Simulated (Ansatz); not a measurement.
# Al2H2 (triplet): from Hartree-Fock to the top rungs at distance Al1–H3 = 2.165 Å, 6-31G

How much of the correlation energy of Al2H2 (triplet) does each wave-function method recover here?

Program: Ansatz 0.2.0, Gaussian basis. Level of theory: 6-31G, core rule «outside noble gas», up to 10 orbitals frozen. These are calculated values, not measurements.

Plan: UHF; CCSD(T) on ROHF; CCSD(T) on UHF; BCCD(T) on ROHF; CISD; CCSDT(Q) on ROHF; CCSDT(Q) on UHF; CISDTQ; CASSCF and MRCISD+Q, 4 electrons in 4 orbitals; CASSCF and NEVPT2, 4 electrons in 4 orbitals; CASSCF and MRCISD+Q, 8 electrons in 10 orbitals; CASSCF and NEVPT2, 8 electrons in 10 orbitals; Full CI.

15 further runs of the same task are left out: 9 that didn't finish, 6 set aside as unsound or not needed.

**1. The geometry**

The geometry derives from a PBE0/def2-TZVP stationary point (not a proven minimum). One bond is set to the value named and the two fragments are kept rigid.

4 atoms, charge 0, spin multiplicity 3.

Atoms are counted from 1 here; the program's logs count them from 0.

Bond lengths: Al1–Al2 2.300 Å, Al2–H4 1.575 Å. Angles: Al1–Al2–H4 180.0°.

Coordinates:

```xyz
4
Al2H2
Al    0.0000    0.0000    1.0024
Al    0.0000    0.0000   -1.2976
H     0.0000    0.0000    3.1674
H     0.0000    0.0000   -2.8722
```

**2. UHF**

File in.yaml:

```yaml
crystal:
  periodic: [false, false, false]
  atoms:
    - {symbol: Al, position_ang: [0.000000, 0.000000, 1.002392]}
    - {symbol: Al, position_ang: [0.000000, 0.000000, -1.297620]}
    - {symbol: H, position_ang: [0.000000, 0.000000, 3.167392]}
    - {symbol: H, position_ang: [0.000000, 0.000000, -2.872163]}
basis:
  gaussian: {orbitals: 6-31G}
magnetization: {spin_polarized: true, initial_magnetization: 2}
hamiltonian: {xc: hf}
output: {orbitals: {seedname: orbitals}}
```

The run is started by

```
ansatz run in.yaml --threads 1 --pin off --events-out ev --progress --plain --max-ram 2393MiB
```

Further steps of the session: CCSD(T) on ROHF; CCSD(T) on UHF; BCCD(T) on ROHF; CISD; CCSDT(Q) on ROHF; CCSDT(Q) on UHF; CISDTQ; CASSCF and MRCISD+Q, 4 electrons in 4 orbitals; CASSCF and NEVPT2, 4 electrons in 4 orbitals; CASSCF and MRCISD+Q, 8 electrons in 10 orbitals; CASSCF and NEVPT2, 8 electrons in 10 orbitals; Full CI.

Q: Predict the results of all the runs planned. Wanted: FCI below the RHF energy; RMP2 from FCI; UMP2 from FCI; RCCSD from FCI; RCCSD(T) from FCI; UCCSD(T) from FCI; RCCSDT(Q) from FCI; UCCSDT(Q) from FCI; NEVPT2 pair from FCI.

As calculated:

| quantity | value |
| --- | --- |
| FCI below the RHF energy | -2.7855 eV |
| RMP2 from FCI | +1003.3 meV |
| UMP2 from FCI | +1015.8 meV |
| RCCSD from FCI | +117.6 meV |
| RCCSD(T) from FCI | +43.3 meV |
| UCCSD(T) from FCI | +47.9 meV |
| RCCSDT(Q) from FCI | +2.8 meV |
| UCCSDT(Q) from FCI | +2.8 meV |
| NEVPT2 pair from FCI | +686.9 meV |
| MRCISD+Q pair from FCI | +4.7 meV |
| NEVPT2 valence from FCI | +162.6 meV |
| levels within 1 kcal/mol (43 meV) | RCCSD(T), BCCD(T), RCCSDT, UCCSDT, CISDTQ, RCCSDT(Q), UCCSDT(Q), MRCISD+Q pair, MRCISD valence, MRCISD+Q valence |
| T1 diagnostic | 0.035 |
| effectively unpaired electrons | 2.17 |

What this shows: RCCSD(T) misses by +43.3 meV, 1.6 % of the correlation energy. One determinant dominates. Of the multireference levels listed MRCISD+Q pair comes nearest in total energy (+4.7 meV), which doesn't show that its space is the better one. These misses are within one basis, not against nature; the frozen cores of restricted and unrestricted runs differ, which can shift their rows.
